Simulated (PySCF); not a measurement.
Problem. What does the PBE0-D3(BJ)/def2-SVP structure of `c1cc[cH-]c1` look like in three dimensions? (Charge -1.)

Solution. 
```
atom  x, y, z in Å
C1     0.4046   -1.1223    0.0868
C2    -0.9498   -0.7466   -0.0550
C3    -1.0059    0.6627   -0.1354
C4     0.3138    1.1581   -0.0431
C5     1.1857    0.0550    0.0942
H6     0.7830   -2.1467    0.1759
H7    -1.8064   -1.4286   -0.0958
H8    -1.9137    1.2656   -0.2492
H9     0.6094    2.2127   -0.0727
H10    2.2760    0.1039    0.1901
```

Any rigid rotation of these coordinates is as good. Atoms count from 1 in this order. C1 (aromatic CH carbon) is planar (angles 126.0°, 126.0° and 108.0°, sum 360.0°, 0.00 Å off the plane of its three neighbours). The 5 heavy atoms lie in one plane (0.000 Å rms). All internal angles of the 5-membered ring C1–C2–C3–C4–C5 are 108.0° (sum 540°, against 540° for a flat polygon); it is planar, 0.00 Å rms from its mean plane, widest ring torsion 0°. All 5 C–C bonds measure 1.413 Å.

Bonds between heavy atoms (Å): C1–C2 1.413, C2–C3 1.413, C3–C4 1.413, C4–C5 1.413, C1–C5 1.413.

Method used: PySCF, PBE0-D3(BJ)/def2-SVP geometry optimisation, gas phase.

Point group: D5h (every atom within 0.08 Å of its image). Not checked by PBE0-D3(BJ)/def2-SVP frequencies.
